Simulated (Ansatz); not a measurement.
```xyz
11

C    -0.896   -1.856    0.812
C    -0.320   -1.075   -0.102
C     0.045    0.296    0.151
C     0.625    1.089   -0.763
C     0.976    2.434   -0.494
N     1.268    3.531   -0.292
H    -1.160   -2.883    0.595
H    -1.119   -1.486    1.807
H    -0.105   -1.468   -1.093
H    -0.166    0.696    1.139
H     0.850    0.721   -1.759
```

Total charge 0; spin multiplicity 1.

(1) List the CAM-B3LYP/def2-TZVPP orbital energies in eV (the Gaussian-basis code of Ansatz). (Estimate.)

Answers

(1) Ansatz gave: Occupied: -391.61, -280.25, -280.17, -279.96, -279.76, -279.58, -27.08, -25.41, -23.57, -20.37, -18.14, -16.75, -15.78, -13.94, -13.61, -12.61, -12.31, -11.89, -11.10, -11.04, -8.65. Lowest empty: -1.11, 1.78, 1.80, 2.33, 2.58, 2.80, 3.79, 3.91.
